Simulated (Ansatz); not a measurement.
GaS (P6₃/mmc, No. 194), treated with PBE (Ansatz, a quantum-chemistry and plane-wave program, plane waves, PAW).

Run with plane-wave cutoff 500 eV, 12×12×2 k mesh (along the axes of the cell as run), gaussian smearing 0.02 eV, scalar-relativistic PAW data made under PBE.

Computed at the level's own relaxed cell.

**Question.** What does this level give for the equilibrium volume per atom, equilibrium lattice constant a, lattice parameter c and band gap?

**Answer.** 
equilibrium volume per atom: 25.36 Å³/atom
equilibrium lattice constant a: 3.630 Å
lattice parameter c: 17.780 Å
band gap: 2.03 eV (on the SCF k mesh)

Measured, for comparison: band gap 2.5 eV (temperature not stated, no zero-point or thermal correction, compiled measured gap; kind and temperature not stated; as tabulated in Kothakonda et al. (2022), arXiv:2208.02841).

Note: the cell comes from a level without a dispersion term, which matters for the spacing of layers, chains or molecules; the volume lies 18 % above that of the published cell; the cell has widely spaced layers and the level no dispersion term, so their spacing and the moduli can rest on weak binding.

Spin–orbit coupling is not included.
